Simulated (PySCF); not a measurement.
# CH3BO: the cost of one run

Computed with PySCF 2.14.0, with density-fitted response routines of our own, on a single molecule in the gas phase. Atoms are numbered from 0 throughout.

## 1. The molecule as given

6 atoms, charge 0, multiplicity 1; geometry from: GFN2-xTB. The atoms were then displaced at random by about 0.03 Å, so the start is not that level's minimum.

Bonds of the start (Å): B0–C1 1.40, C1–O2 1.10, B0–H3 1.13, B0–H4 1.16, B0–H5 1.30.

## 2. Optimising the geometry at PBE0-D3(BJ)/def2-SVP

Job settings and geometry (Å):

```
{"job": {"xc": "PBE0", "basis": "def2-SVP", "d3": "d3bj", "grid": 1, "shake": 0.03, "kind": "geom"}, "charge": 0, "multiplicity": 1}
B     -0.452440    -0.068120    -0.006770
C      0.942360    -0.019130     0.002450
O      2.040260    -0.031740     0.010710
H     -0.739360    -0.862090    -0.761070
H     -0.869190    -0.202300     1.068730
H     -0.852260     1.091340    -0.426470
```

Launch:

```bash
$ OMP_NUM_THREADS=1 python probes_run.py task.json out
```

The driver reads the jobs from task.json and runs them one after another.

**Question.** How long does this first job take on 1 thread of Arm Neoverse V1, shared host, and how much memory does it need?

About 6.6 s, with a peak of 0.25 GiB.
